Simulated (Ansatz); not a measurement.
`CBS` + PH₃ → `PBS` + CH₄ at 298.15 K and 1 bar (ligand exchange at a B–C bond).

Isolated molecules relaxed with PBE0-D4/def2-TZVP in Ansatz; ΔE leaves out vibrations. CBS: MP2 limit from def2 TZ/QZ plus the TZ coupled-cluster correction, frozen cores. This one scheme is used for every species. Each species was taken in one conformer, which may not be the lowest.

| species | CCSD(T)/CBS energy (Eh) | H − E (kJ/mol) | S (J/(mol·K)) |
| --- | --- | --- | --- |
| `CBS` | -463.66090 | 169.8 | 285.8 |
| PH₃ | -342.72256 | 73.1 | 210.2 |
| `PBS` | -765.92930 | 121.4 | 294.8 |
| CH₄ | -40.46206 | 127.4 | 186.2 |

H − E and S are ideal-gas, rigid-rotor, harmonic terms from PBE0-D4/def2-TZVP, for one conformer and one mirror image of each species. 1 Eh = 2625.50 kJ/mol, R = 8.31446 J/(mol·K).

**Question.** By hand: ΔE, ΔH, ΔS and ΔG.

**Answer.** ΔE = (-765.92930) + (-40.46206) − (-463.66090) − (-342.72256) = -0.00790 Eh = -20.7 kJ/mol. Δ(H − E) = 121.4 + 127.4 − 169.8 − 73.1 = 5.9, so ΔH = -14.8 kJ/mol. ΔS = 294.8 + 186.2 − 285.8 − 210.2 = -15.0 J/(mol·K). ΔG = -14.8 − 298.15 × (-15.0)/1000 = -10.3 kJ/mol.

**Question.** By hand: the equilibrium constant, and the temperature at which ΔG would vanish if ΔH and ΔS stayed fixed.

**Answer.** log₁₀ K = −ΔG/(RT ln 10) = 1.8. ΔG = 0 at ΔH/ΔS = 987 K, though so small a ΔS makes that figure unsure.

ΔH outweighs TΔS. A doubt of 5 kJ/mol in ΔE shifts log₁₀ K by 0.9 here. Other conformers and mirror images would add mixing entropy, several J/(mol·K) or more a flexible species. These are equilibria of isolated gas molecules and say nothing of rates. Largest T1 diagnostic: 0.016 (customary marks: 0.02 for closed shells, 0.045 for open ones).
